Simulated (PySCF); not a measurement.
Species: C₃H₆Cl (doublet state).
Geometry (GFN2-xTB, Å), atoms numbered from 1 in this order:
```
atom  x, y, z in Å
C1    -1.364    0.497    0.034
C2    -0.272   -0.451   -0.245
C3     1.075    0.097    0.219
Cl4    2.390   -1.047   -0.166
H5    -1.199    1.553   -0.046
H6    -2.351    0.144    0.255
H7    -0.470   -1.413    0.235
H8    -0.199   -0.651   -1.327
H9     1.313    1.035   -0.282
H10    1.087    0.242    1.299
```

The hyperfine couplings belong to this conformer and change with its torsions.

The species is `[CH2]CCCl` [radical].

The calculation used PySCF 2.14.0, UKS B3LYP, pcH-1 on C Cl H, non-relativistic, mean-field spin-orbit, GIAO. One conformer (not necessarily the lowest) at the GFN2-xTB geometry, without solvent, vibrations or thermal averaging. A GFN2-xTB geometry isn't a minimum of the functional, and hyperfine couplings can be far from their values at a DFT geometry. Stability of the SCF solution: not tested.

(1) The isotropic 13C couplings are +88.7, +40.9, -33.6 MHz. Assign them to C1; C2; C3.

(2) The isotropic 1H couplings, averaged over equivalent nuclei, are +95.8, -63.6, -2.3 MHz. Assign them to H5/H6; H7/H8; H9/H10.

Results:

(1) 
```
site  a_iso (MHz)  ρ(0) (bohr⁻³)                 position  distance from C1 (Å)  spin population  largest |T| (MHz)
  C1        +88.7        +0.0790  largest spin population                  0.00            +1.08              162.5
  C2        -33.6        -0.0299           1 bond from C1                  1.47            -0.09                2.5
  C3        +40.9        +0.0364          2 bonds from C1                  2.48            +0.02                3.8
```

(2) 
```csv
site,a_iso (MHz),ρ(0) (bohr⁻³),position,distance from C1 (Å),bound to,spin population there,largest |T| (MHz)
H5/H6,-63.6,-0.0142,"α, 1 bond from C1",1.07,C1,+1.08,39.6
H7/H8,+95.8,+0.0214,"β, 2 bonds from C1",2.12,C2,-0.09,9.2
H9/H10,-2.3,-0.0005,"γ, 3 bonds from C1",2.76,C3,+0.02,6.3
```

ρ(0) is the spin density at the nucleus and T the dipolar tensor; a_iso includes a spin–orbit part; entries for several nuclei are means. The Mulliken spin populations are largest on C1 (+1.08), C2 (-0.09) and H8 (+0.06). No atom but C1 exceeds +0.15. The angles at C1 add up to 359.9°, so it is planar; its axial dipolar tensor and the negative couplings of its protons fit spin in a p orbital normal to that plane.

Means are taken over nuclei equivalent by connectivity, which assumes that they swap fast. The 1H value of +95.8 MHz is a mean of couplings from 32.4 to 159.1 MHz in this one geometry, not an average over conformers.
